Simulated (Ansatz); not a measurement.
`N=C=CF` + CH₄ → `CC=C=N` + H–F at 400 K and 1 bar (formal exchange of groups at a C–F bond).

Program: Ansatz. Geometries: PBE0-D4/def2-TZVP. ΔE: electronic, gas phase. CCSD(T)/CBS adds triple-zeta CCSD(T) − MP2 to the extrapolated MP2 energy (def2 sets, frozen cores). This one scheme is used for every species. Each species was taken in one conformer, which may not be the lowest.

```
 species  CCSD(T)/CBS energy (Eh)  H − E (kJ/mol)  S (J/(mol·K))
`N=C=CF`               -231.71293           118.3          292.8
     CH₄                -40.46206           131.3          197.2
`CC=C=N`               -171.81187           215.4          310.9
     H–F               -100.39570            36.5          182.2
```

H − E and S are ideal-gas, rigid-rotor, harmonic terms from PBE0-D4/def2-TZVP, for one conformer and one mirror image of each species. 1 Eh = 2625.50 kJ/mol, R = 8.31446 J/(mol·K).

Q: By hand: ΔE, ΔH, ΔS and ΔG.

A: ΔE = (-171.81187) + (-100.39570) − (-231.71293) − (-40.46206) = -0.03258 Eh = -85.5 kJ/mol. Δ(H − E) = 215.4 + 36.5 − 118.3 − 131.3 = 2.3, so ΔH = -83.2 kJ/mol. ΔS = 310.9 + 182.2 − 292.8 − 197.2 = 3.1 J/(mol·K). ΔG = -83.2 − 400 × (3.1)/1000 = -84.4 kJ/mol.

Q: By hand: the equilibrium constant, and the temperature at which ΔG would vanish if ΔH and ΔS stayed fixed.

A: log₁₀ K = −ΔG/(RT ln 10) = 11.0. ΔH and −TΔS have one sign here, so there is no such temperature.

The number of gas molecules stays the same, so ΔS is small and ΔH decides. A doubt of 5 kJ/mol in ΔE shifts log₁₀ K by 0.7 here. Other conformers and mirror images would add mixing entropy, several J/(mol·K) or more a flexible species. These are equilibria of isolated gas molecules and say nothing of rates. Largest T1 diagnostic: 0.014 (customary marks: 0.02 for closed shells, 0.045 for open ones).

ΔS is within the doubt of such terms, so its sign, and with it that verdict, could turn.
